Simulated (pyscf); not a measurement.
This saddle point was located with ωB97X-D3(BJ)/def2-SVP in PySCF.

```xyz
7

Si     0.5150     0.1920    -0.3352
F      0.2115     1.6313    -1.0656
H      0.8573     0.5397     1.0837
N     -1.1169    -0.6517     0.0273
H     -0.0119    -1.3477    -0.3845
H     -1.6636    -0.6103     0.8923
H     -1.7152    -0.8527    -0.7729
```

Surface: singlet, charge 0. Lowest wavenumbers (cm⁻¹): 1612i, 238, 351, 579, 656.

Q: Name the species on either side of this saddle.

A: F–SiH: [singlet] + ammonia (NH₃) ⇌ H₂N–SiH₂–F, an insertion read from left to right: H–N broken and N–Si, H–Si formed. At CCSD(T)/def2-TZVPP + ΔMP2(QZVPP) it lies +13.8 kcal/mol from the left side and +78.7 kcal/mol from the right (each side as separated species at their lowest minima found). On the reactant side the descent ends in an adduct with a N–Si contact, 26.8 kcal/mol under the separated species and 38.0 kcal/mol under the saddle at ωB97X-D3(BJ)/def2-TZVP. What is counted as formed (N–Si) is already present as a longer contact in the reactant adduct; forming that adduct is a step of its own. At ωB97X-D3(BJ) the barrier from the zero used here is 11.3 kcal/mol. The same reactants have a lower exit, to H₂N–Si:–F [singlet] + H₂ (barrier +6.6 kcal/mol at ωB97M-D3(BJ), against +13.9 kcal/mol here). This is the saddle that the search found; another between the same sides may lie lower. The CCSD(T) − MP2 part came from Ansatz, without density fitting, on the same reference.
